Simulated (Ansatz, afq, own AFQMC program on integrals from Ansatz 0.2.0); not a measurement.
AFQMC on a folder of integrals that Ansatz 0.2.0 wrote.

```yaml
crystal:
  periodic: [false, false, false]
  atoms:
    - {symbol: N, position_ang: [-0.453220, 0.753731, -0.379704]}
    - {symbol: Zn, position_ang: [0.605969, -0.580036, 0.245757]}
    - {symbol: Cl, position_ang: [1.976115, -2.032686, 0.917343]}
    - {symbol: H, position_ang: [-1.088761, 0.514606, -1.137573]}
    - {symbol: H, position_ang: [-0.990303, 1.270686, 0.312776]}
basis:
  gaussian: {orbitals: def2-TZVP}
magnetization: {spin_polarized: true, initial_magnetization: 2}
correlation: {method: ccsd_t, electrons: outside_noble_gas, hamiltonian_folder: ham}
```

```sh
$ ansatz run in.yaml --threads 1 --pin off --events-out ev --progress --plain --max-ram 16896MiB --backend cuda --devices 0, --max-vram 18GiB
```

Options of the walk:

```
--method phaseless --trial cisd --walkers 800 --populations 20 --least-time 60 --time-step 0.005 --steps-per-block 50 --equilibration-blocks 40 --max-blocks 4000 --target-error 0.0003 --factor-cut 1e-05 --start spin_pure --seed 8175 --release-times 0.21,0.42,0.63,0.9 --release-step 0.03 --release-every 5 --taylor-order 6
```

Times are imaginary, in 1/Eh. The walk had a cap of 375 s. With eight or more populations the least sampling time is a fifth of least-time, and the error comes from their spread.

Output of the walk:

```
orbitals 113  electrons 14 12  factors 863 of 918
reference energy -2292.87776500 Eh
CCSD correlation -0.77347251 Eh in 17 cycles, weight of the determinant in the CISD state 0.8067
energy of the start -2293.650125 Eh
 block  time / (1/Eh)  mean weight  energy / Eh
     1     0.250  0.9992  -2293.637871
     2     0.500  1.0015  -2293.648311
     3     0.750  0.9994  -2293.660976
     4     1.000  1.0009  -2293.668587
     5     1.250  1.0003  -2293.665794
     7     1.750  0.9996  -2293.667395
     9     2.250  0.9998  -2293.668893
    13     3.250  0.9999  -2293.675304
    19     4.750  1.0005  -2293.675712
    22     5.500  0.9996  -2293.669517
    25     6.250  1.0003  -2293.674463
    31     7.750  1.0016  -2293.677245
    37     9.250  1.0000  -2293.677126
    43    10.750  1.0002  -2293.680704
    49    12.250  0.9995  -2293.678977
    55    13.750  0.9993  -2293.677059
    61    15.250  0.9994  -2293.672006
    67    16.750  1.0006  -2293.672846
    73    18.250  1.0004  -2293.675944
    79    19.750  1.0004  -2293.674940
    85    21.250  0.9975  -2293.679856
    91    22.750  0.9990  -2293.683817
    97    24.250  0.9997  -2293.669868
   103    25.750  0.9993  -2293.682508
   109    27.250  0.9985  -2293.685129
   112    28.000  1.0021  -2293.689889
   115    28.750  1.0006  -2293.682301
   121    30.250  0.9994  -2293.677820
   127    31.750  1.0003  -2293.681182
   133    33.250  1.0000  -2293.674998
   139    34.750  1.0010  -2293.680191
error from the spread of 20 populations
released: time / (1/Eh)  energy / Eh  error  mean overlap
  0.21  -2293.677475  0.000943  0.9976
  0.42  -2293.677290  0.001056  0.9868
  0.63  -2293.678123  0.001569  0.9706
  0.90  -2293.676442  0.001542  0.9754
energy -2293.677747 +/- 0.000603 Eh
(rows thinned)
```

The run passed its tests (sampling time, drift between the halves within three errors, error under three times the target), which doesn't prove that it has relaxed, ending at its cap on processor time.

Against this walk (error 16.4 meV) on the same determinant: CCSD(T) 49.6 meV higher. The error is statistical and leaves out the bias of the constraint. None of these is a sure reference here. The released energies get too noisy after the second time (errors over twice the walk's own, or jumping) (meV from the phaseless value at times in 1/Eh: 7 ± 26 at 0.21, 12 ± 29 at 0.42, -10 ± 43 at 0.63, 36 ± 42 at 0.90), so they give no level.

Cautions: constraint bias not in the error; error above the target (16.4 against 8.2 meV); no relativity below Rb; outer-core shells of the metal frozen; another spin lies lower.

The walk took 6.3 min on 1 × NVIDIA H100 80GB HBM3 with 2 threads of AMD EPYC 7R13 Processor (Zen 3), with other jobs on the host (the card was shared). The log's last line is the phaseless energy.
